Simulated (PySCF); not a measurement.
C5H10.
Structure used (PBE0-D3(BJ)/def2-SVP), in Å, numbered top down from 1:
```xyz
15
C5H10 angstrom
C     -1.405   -0.671    0.036
C     -0.017   -0.078   -0.015
C      1.059   -1.043   -0.452
C      0.121    1.362   -0.424
C      0.343    0.963    1.008
H     -1.709   -1.052   -0.954
H     -2.151    0.074    0.351
H     -1.450   -1.513    0.747
H      2.049   -0.563   -0.469
H      0.857   -1.430   -1.464
H      1.117   -1.907    0.231
H      0.992    1.647   -1.021
H     -0.789    1.918   -0.670
H      1.366    0.974    1.394
H     -0.415    1.244    1.745
```

Method used: core-valence-separated Tamm–Dancoff BHandHLYP/aug-pcX-1 (pcseg-1 on H) in PySCF, non-relativistic, gas phase, PBE0-D3(BJ)/def2-SVP geometry. The energies are unshifted.

**Question.** What does the C 1s absorption edge look like?

**Answer.** 
```json
{"E (eV)": "285.38", "f": "0.0228", "core hole on": "C1/C3", "main final orbital": "LUMO (2 roots, f summed)"}
{"E (eV)": "285.68", "f": "0.0209", "core hole on": "C4/C5", "main final orbital": "LUMO (2 roots, f summed)"}
{"E (eV)": "286.00", "f": "0.0492", "core hole on": "C4/C5", "main final orbital": "LUMO+4 (2 roots, f summed)"}
{"E (eV)": "286.05", "f": "0.0638", "core hole on": "C1/C3", "main final orbital": "spread (2 roots, f summed)"}
{"E (eV)": "286.10", "f": "0.0558", "core hole on": "C1/C3", "main final orbital": "LUMO+1 (2 roots, f summed)"}
{"E (eV)": "286.33", "f": "0.0373", "core hole on": "C4/C5", "main final orbital": "LUMO+1 (2 roots, f summed)"}
{"E (eV)": "286.80", "f": "0.0011", "core hole on": "C2", "main final orbital": "LUMO (85 %)"}
{"E (eV)": "286.82", "f": "0.0075", "core hole on": "C4/C5", "main final orbital": "LUMO+3 (2 roots, f summed)"}
{"E (eV)": "286.83", "f": "0.0352", "core hole on": "C2", "main final orbital": "LUMO+1 (30 %)"}
{"E (eV)": "286.86", "f": "0.0026", "core hole on": "C1/C3", "main final orbital": "spread (2 roots, f summed)"}
{"E (eV)": "287.05", "f": "0.0147", "core hole on": "C1/C3", "main final orbital": "LUMO (2 roots, f summed)"}
```

The first line with a tenth or more of the strongest one's intensity is at 285.38 eV (f = 0.023, sum of 2), with the hole on C1/C3 (methyl carbon). The strongest listed is at 286.05 eV (f = 0.064, sum of 2; C1/C3).

Roots within 0.03 eV whose holes lie on the same, on equivalent or on shared atoms are summed into one line, and the highest roots are left out, as the search may have cut off their partners. Final orbitals are the ground state's empty Kohn–Sham orbitals.

**Question.** What are the wavelength and the wavenumber of the 286.82 eV line?

**Answer.** λ = 12398.42 eV Å/286.82 eV = 43.227 Å; 2.3134 × 10⁶ cm⁻¹.

The ionisation thresholds weren't computed; near and above them a finite basis only mimics Rydberg series and continuum.
